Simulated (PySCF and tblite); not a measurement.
C₅H₁₀O, numbered as in [OH:1][CH:2]1[CH2:3][CH2:4][CH2:5][CH2:6]1.

The ensemble was built from 90 distance-geometry starts (ETKDG and KDG, MMFF94s, GFN2-xTB) and rests on GFN2-xTB geometries. Weights use r2SCAN-D3(BJ)/def2-TZVP (IEF-PCM, chloroform) energies plus GFN2-xTB zero-point and thermal terms (modes under about 100 cm⁻¹ blended into free rotors). Symmetry numbers and mirror images are counted. Conformers within 3 kcal/mol (GFN2-xTB free energy) were kept, 10 at most. GIAO shieldings: KT2/pcSseg-1 (IEF-PCM, chloroform). Shifts are against TMS (¹H), TMS (¹³C) at the same level. Codes: tblite and PySCF.

Torsions listed: H1–O1–C2–C3. The 5-ring runs over atoms 2–3–4–5–6. Of a mirror pair one member is shown.

| conformer | shape | weight % | dipole D |
| --- | --- | --- | --- |
| 1 | 5-ring envelope (ring torsions 28, -41, 39, -21, -4°); 177° | 75.7 | 1.78 |
| 2 | 5-ring envelope (ring torsions -38, 40, -27, 3, 22°); 58° | 24.3 | 2.02 |

Task: How do the computed shifts compare with measured ones?

Result: 
```json
{"nucleus": "¹³C", "signal": "C2", "leading conformer": "79.3", "average": "79.4", "measured": "73.7", "medium": "not stated per compound (mostly CDCl3 or CCl4)"}
{"nucleus": "¹³C", "signal": "C3/C6", "leading conformer": "41.7", "average": "41.9", "measured": "35.4", "medium": "not stated per compound (mostly CDCl3 or CCl4)"}
{"nucleus": "¹³C", "signal": "C4/C5", "leading conformer": "30.7", "average": "30.5", "measured": "23.4", "medium": "not stated per compound (mostly CDCl3 or CCl4)"}
```

Measured values: Pretsch, Buehlmann, Badertscher, Structure Determination of Organic Compounds, 4th ed. (2009). Mean difference for ¹³C: 6.43 ppm, scatter 0.57 ppm. The computed shifts are unscaled and lack vibrational corrections.
